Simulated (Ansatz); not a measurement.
# C₄H₄O: one species, many methods

Aim: compute C₄H₄O with functionals from several rungs and with coupled cluster. The yardstick is the atomisation energy at the CCSD(T) limit.

Computed with Ansatz 0.2.0, Gaussian basis. Level: functionals in def2-TZVPP, the program's frozen cores in correlated methods.

Plan: LDA (SPW92), PBE-D4, revPBE-D4, BLYP-D4, r2SCAN-D4, B97M-V, PBE0-D4, B3LYP-D4, r2SCANh-D4, r2SCAN0-D4, HSE06-D4, BHLYP-D4, CAM-B3LYP-D4, LC-ωPBE, ωB97X-V, ωB97M-V, B2PLYP, PBE-QIDH; CCSD(T)/def2-SVP; CCSD(T)/def2-TZVPP; CCSD(T)/def2-QZVPP; extrapolation to the limit; RPA on PBE.

## (1) Structure used throughout

All runs share one geometry, relaxed beforehand with PBE0-D4 in a triple-zeta def2 set.

SMILES `C#COC=C`, 9 atoms, charge 0, spin multiplicity 1.

Atoms are counted from 1 here; the program's logs count them from 0.

Bond lengths: C1–C2 1.198 Å, C1–H6 1.063 Å, C2–O3 1.295 Å, O3–C4 1.383 Å, C4–C5 1.318 Å, C4–H7 1.084 Å, C5–H8 1.082 Å, C5–H9 1.080 Å. Angles: C2–C1–H6 179.7°, C1–C2–O3 177.9°, C2–O3–C4 117.3°, O3–C4–C5 120.4°, O3–C4–H7 114.1°, C5–C4–H7 125.5°, C4–C5–H8 121.6°, C4–C5–H9 119.2°, H8–C5–H9 119.1°.

## (2) LDA

This LDA is Slater exchange with PW92 correlation.

in.yaml

```yaml
crystal:
  periodic: [false, false, false]
  atoms:
    - {symbol: C, position_ang: [1.514744, 2.173959, -0.090391]}
    - {symbol: C, position_ang: [0.605813, 1.410679, 0.070499]}
    - {symbol: O, position_ang: [-0.403587, 0.621696, 0.260555]}
    - {symbol: C, position_ang: [-0.232704, -0.713322, -0.056748]}
    - {symbol: C, position_ang: [-1.219318, -1.570594, 0.111775]}
    - {symbol: H, position_ang: [2.317378, 2.855887, -0.231008]}
    - {symbol: H, position_ang: [0.752462, -0.955316, -0.438191]}
    - {symbol: H, position_ang: [-2.181157, -1.259958, 0.498651]}
    - {symbol: H, position_ang: [-1.065231, -2.609331, -0.142243]}
basis:
  gaussian: {orbitals: def2-TZVPP}
hamiltonian: {xc: lda}
output: {orbitals: {seedname: orbitals}}
```

The run is started by

```
$ ansatz run in.yaml --threads 2 --pin off --events-out ev --progress --plain --max-ram 32768MiB --backend cpu
```

The runs that follow: PBE-D4 (GGA); revPBE-D4 (GGA); BLYP-D4 (GGA); r2SCAN-D4 (meta-GGA); B97M-V (meta-GGA); PBE0-D4 (hybrid); B3LYP-D4 (hybrid); r2SCANh-D4 (hybrid); r2SCAN0-D4 (hybrid); HSE06-D4 (hybrid); BHLYP-D4 (hybrid); CAM-B3LYP-D4 (range-separated); LC-ωPBE (range-separated); ωB97X-V (range-separated); ωB97M-V (range-separated); B2PLYP (double hybrid); PBE-QIDH (double hybrid); CCSD(T) in def2-SVP; CCSD(T) in def2-TZVPP; CCSD(T) in def2-QZVPP; RPA on PBE orbitals.

**Question.** What will the summary of the whole plan be? Wanted: atomisation energy, CCSD(T)/CBS; farthest beyond LDA; mean size of error, GGA; mean size of error, meta-GGA; mean size of error, hybrid; mean size of error, range-separated; mean size of error, double hybrid; gap, smallest and largest; T1 diagnostic.

**Answer**, as computed:

| quantity | value |
| --- | --- |
| atomisation energy, CCSD(T)/CBS | 3893.5 kJ/mol |
| functionals within 19.5 kJ/mol (0.5 %) | B97M-V, r2SCANh-D4, LC-ωPBE, ωB97X-V, B2PLYP, PBE-QIDH |
| farthest beyond LDA | PBE-D4 (+175.3 kJ/mol) |
| mean size of error, GGA | 92.2 kJ/mol |
| mean size of error, meta-GGA | 23.4 kJ/mol |
| mean size of error, hybrid | 58.3 kJ/mol |
| mean size of error, range-separated | 19.6 kJ/mol |
| mean size of error, double hybrid | 6.0 kJ/mol |
| gap, smallest and largest | 4.69 eV (LDA (SPW92)), 11.97 eV (LC-ωPBE) |
| T1 diagnostic | 0.0134 |
| triples share of the correlation energy | 4.6 % |

**Reading.** The LDA atomisation energy is off by 690.9 kJ/mol (18 %): it overbinds. PBE-D4 misses by +175.3 kJ/mol. Double hybrids carry the basis error of their MP2 part in triple zeta, and no dispersion term here, so their miss is partly the set-up's. By mean error the best rung here is double hybrid (6.0 kJ/mol) and the worst beyond LDA is GGA (92.2 kJ/mol). Misses under about 19.5 kJ/mol are within the doubt on the reference itself, which lacks core-valence correlation, relativity and higher excitations. Hartree-Fock recovers 71 % of the binding; the rest is correlation. CCSD(T) in def2-SVP is off by -164.3 kJ/mol, more than most functionals: a good method in a small basis is no reference. Orbital gaps span 4.7 to 12.0 eV; exact exchange widens them.
